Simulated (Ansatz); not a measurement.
C$_{3}$H$_{4}$F$_{2}$ (`C=C(F)CF`). Charge 0, multiplicity 1.

```xyz
9

C    -1.0759   -0.1743   -0.8927
C    -0.2734   -0.4242    0.1201
F    -0.4514   -1.4893    0.9187
C     0.9145    0.3552    0.5698
F     1.1140    1.4481   -0.2320
H    -0.8943    0.6942   -1.5084
H    -1.9104   -0.8254   -1.1142
H     0.7683    0.6933    1.6018
H     1.8085   -0.2777    0.5370
```

What are the harmonic wavenumbers in cm⁻¹ at PBE0-D4/def2-TZVP (Ansatz, finite differences of forces, unscaled)? (An estimate is asked.)

Computed: 120, 250, 436, 463, 520, 761, 887, 906, 954, 1046, 1132, 1257, 1271, 1399, 1437, 1488, 1775, 3044, 3088, 3197, 3298.

Is this a minimum?

Yes, all 21 modes are real.

Give the ideal-gas thermochemistry at 298.15 K and 1 bar (rigid rotor, harmonic oscillator; point group Cs, symmetry number 1).

Zero-point energy 171.8 kJ/mol; H(298) − E = 187.7 kJ/mol; entropy 303.3 J/(mol·K), of which translation 163.2, rotation 106.9, vibration 33.1; G(298) − E = 97.3 kJ/mol.

And at 400, 500, 600, 800 and 1000 K?


```json
{"T (K)": "400", "H − E (kJ/mol)": "196.7", "S (J/mol/K)": "329.2", "G − E (kJ/mol)": "65.1"}
{"T (K)": "500", "H − E (kJ/mol)": "207.3", "S (J/mol/K)": "352.8", "G − E (kJ/mol)": "31.0"}
{"T (K)": "600", "H − E (kJ/mol)": "219.3", "S (J/mol/K)": "374.6", "G − E (kJ/mol)": "-5.4"}
{"T (K)": "800", "H − E (kJ/mol)": "246.7", "S (J/mol/K)": "413.8", "G − E (kJ/mol)": "-84.4"}
{"T (K)": "1000", "H − E (kJ/mol)": "277.2", "S (J/mol/K)": "447.8", "G − E (kJ/mol)": "-170.6"}
```

Rotational constants (cm⁻¹)?

0.3198, 0.1274, 0.09271.
